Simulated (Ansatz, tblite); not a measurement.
# AlH2(CN) (CH₂AlN): rung by rung

One table from this session's results is given with a row withheld; the runs are named, their logs left out.

The runs use Ansatz 0.2.0, Gaussian basis; as each input shows.

Levels to be run: GFN1-xTB, GFN2-xTB, PBE-D4/def2-TZVP, r2SCAN-D4/def2-TZVP, BHLYP-D4/def2-TZVP, r2SCANh-D4/def2-TZVP, B97M-V/def2-TZVP, CAM-B3LYP-D4/def2-TZVP, ωB97X-V/def2-TZVP, revPBE-D4/def2-TZVP, ωB97M-V/def2-TZVP, PBE-D4/def2-SVP, PBE0-D4/def2-SVP, HF/6-31G, B3LYP-D4/6-31G, CCSD(T)/def2-TZVPP, MP2/def2-TZVP, RPA/def2-TZVP.

### The geometry

The geometry is that of the singlet, from an earlier relaxation (r2SCAN-D4/def2-TZVP).

5 atoms, charge 0, spin multiplicity 1.

Bond lengths: Al1–H2 1.572 Å, Al1–H3 1.572 Å, Al1–C4 1.936 Å, C4–N5 1.158 Å. Angles: H2–Al1–H3 125.9°, H2–Al1–C4 117.0°, H3–Al1–C4 117.1°, Al1–C4–N5 179.8°.

As a file:

```xyz
5
CH2AlN
Al    0.35949    0.62425    0.00842
H     1.92803    0.54156    0.06002
H    -0.49374    1.94357   -0.02661
C    -0.60896   -1.05214   -0.01414
N    -1.18481   -2.05722   -0.02768
```

PBE0-D4/def2-TZVP was run before; its log isn't repeated, and its numbers join the tables.

The first run:

Tight binding, by tblite at 300 K electronic temperature and without a spin-polarisation term:

```python
tblite.interface.Calculator('GFN1-xTB', numbers, positions, charge=0, uhf=0).singlepoint()
```

Tight binding, by tblite at 300 K electronic temperature and without a spin-polarisation term:

```python
tblite.interface.Calculator('GFN2-xTB', numbers, positions, charge=0, uhf=0).singlepoint()
```

start.molden holds the orbitals of an earlier run on this state, given as this run's starting guess.

File in.yaml:

```yaml
crystal:
  periodic: [false, false, false]
  atoms:
    - {symbol: Al, position_ang: [0.359491, 0.624251, 0.008418]}
    - {symbol: H, position_ang: [1.928035, 0.541556, 0.060019]}
    - {symbol: H, position_ang: [-0.493744, 1.943566, -0.026609]}
    - {symbol: C, position_ang: [-0.608958, -1.052142, -0.014138]}
    - {symbol: N, position_ang: [-1.184814, -2.057220, -0.027679]}
basis:
  gaussian: {orbitals: def2-TZVP, initial_orbitals: start.molden}
hamiltonian: {xc: pbe, dispersion: d4}
scf: {omitted_lower_state_checks: [starts]}
output: {orbitals: {seedname: orbitals}}
```

On the command line:

```bash
$ ansatz run in.yaml --threads 4 --pin off --events-out ev --progress --plain --max-ram 3916MiB
```

Among the steps run: PBE-D4/def2-TZVP; r2SCAN-D4/def2-TZVP; BHLYP-D4/def2-TZVP; r2SCANh-D4/def2-TZVP; B97M-V/def2-TZVP; CAM-B3LYP-D4/def2-TZVP; ωB97X-V/def2-TZVP; revPBE-D4/def2-TZVP; ωB97M-V/def2-TZVP; PBE-D4/def2-SVP; PBE0-D4/def2-SVP; HF/6-31G; B3LYP-D4/6-31G; CCSD(T)/def2-TZVPP; MP2/def2-TZVP; RPA/def2-TZVP.

One table of the session follows, with a row left open; its other results are not shown here.

```
                 level  HOMO (eV)  LUMO (eV)  gap (eV)
              HF/6-31G          ?          ?         ?
       PBE-D4/def2-SVP      -7.84      -3.28      4.57
      PBE-D4/def2-TZVP      -7.94      -3.36      4.58
   revPBE-D4/def2-TZVP      -7.91      -3.24      4.67
   r2SCAN-D4/def2-TZVP      -8.26      -3.07      5.19
      B97M-V/def2-TZVP      -8.28      -3.26      5.02
  r2SCANh-D4/def2-TZVP      -8.73      -2.79      5.94
        B3LYP-D4/6-31G      -9.01      -2.79      6.22
      PBE0-D4/def2-SVP      -9.17      -2.51      6.66
     PBE0-D4/def2-TZVP      -9.24      -2.56      6.68
    BHLYP-D4/def2-TZVP     -10.46      -1.78      8.68
CAM-B3LYP-D4/def2-TZVP     -10.66      -1.63      9.02
     ωB97X-V/def2-TZVP     -11.68      -0.60     11.07
     ωB97M-V/def2-TZVP     -11.46      -0.86     10.61
```

Estimate the missing values for HF/6-31G.

The run gave: HOMO (eV): -12.28; LUMO (eV): 0.16; gap (eV): 12.44. In the column «HOMO (eV)» it is the lowest.
